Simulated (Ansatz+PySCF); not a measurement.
doublet C2H3O2: levels of theory in one basis

| atom | x (Å) | y (Å) | z (Å) |
| --- | --- | --- | --- |
| C | 0.0000 | -0.1222 | -1.0702 |
| C | 0.0000 | 0.3044 | 0.3103 |
| O | 0.0000 | -0.7407 | 1.1838 |
| H | 0.0000 | -0.3521 | 2.0703 |
| H | 0.0000 | -1.1713 | -1.3308 |
| H | 0.0000 | 0.6382 | -1.8371 |
| O | 0.0000 | 1.4437 | 0.6737 |

Basis set: cc-pVTZ (spherical functions). Correlated methods keep 4 orbitals frozen. Correlation on ROHF uses semicanonical orbitals with singles. Charge 0, multiplicity 2.

Computed with Ansatz (development build ahead of 0.2.0) and PySCF 2.14.0; each method stands on the lowest determinant of its kind that the runs found.

```tsv
method	E − E(ROHF) (eV)	<S²> of the determinant
ROHF	0.00	0.75
UHF	-0.17	0.79
ROHF-MP2	-20.87	–
```

What does UHF-MP2 give on the same scale?

-20.80 eV.
